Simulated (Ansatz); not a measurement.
We consider rock-salt HfC, described by LC-ωPBE (Ansatz, a program for electronic structure, plane waves, PAW).

Numerical settings: plane-wave cutoff 460 eV, 10×10×10 k mesh, Fermi–Dirac smearing 0.05 eV, scalar-relativistic PAW data made under PBE.

Pressure at four volumes; x = ln(V/12.435 Å³). One pressure is withheld.

```json
[
 {"V (Å³/atom)": "11.813", "x": "-0.0513", "P (GPa)": "?"},
 {"V (Å³/atom)": "12.124", "x": "-0.0253", "P (GPa)": "6.79"},
 {"V (Å³/atom)": "12.435", "x": "0.0000", "P (GPa)": "-0.16"},
 {"V (Å³/atom)": "13.056", "x": "0.0487", "P (GPa)": "-11.81"}
]
```

Question: Pass a parabola P(x) through the three rows shown, estimate the bulk modulus and its pressure derivative near zero pressure, and predict the withheld pressure.

Answer: Slopes between the rows: (-0.16 − (6.79))/(0.0000 − (-0.0253)) = -274.70 and (-11.81 − (-0.16))/(0.0487 − (0.0000)) = -239.22 GPa. Their difference over the span 0.0740 is c = 35.48/0.0740 = 479.5 GPa, so P(x) = 6.79 + (-274.70)(x − (-0.0253)) + 479.5 (x − (-0.0253))(x − (0.0000)). At the middle row B = −dP/dx = −[-274.70 + 479.5 × 0.0253] = 262.6 GPa, and B′ = dB/dP = 2c/B = 3.7. At x = -0.0513 the parabola gives 14.57 GPa; the run gives 14.63 GPa. The Birch–Murnaghan fit to the energies at all volumes has B0 = 262 GPa and B′ = 3.8.

Measured, for comparison: bulk modulus 242 GPa (room temperature, no zero-point or thermal correction, our sources range from 242 to 286; as tabulated in Synthesis of Binary Transition Metal Nitrides, Carbides and Borides from the …). Computed (rounded) less measured: bulk modulus not scored (sources differ).

Spin–orbit coupling is not included.
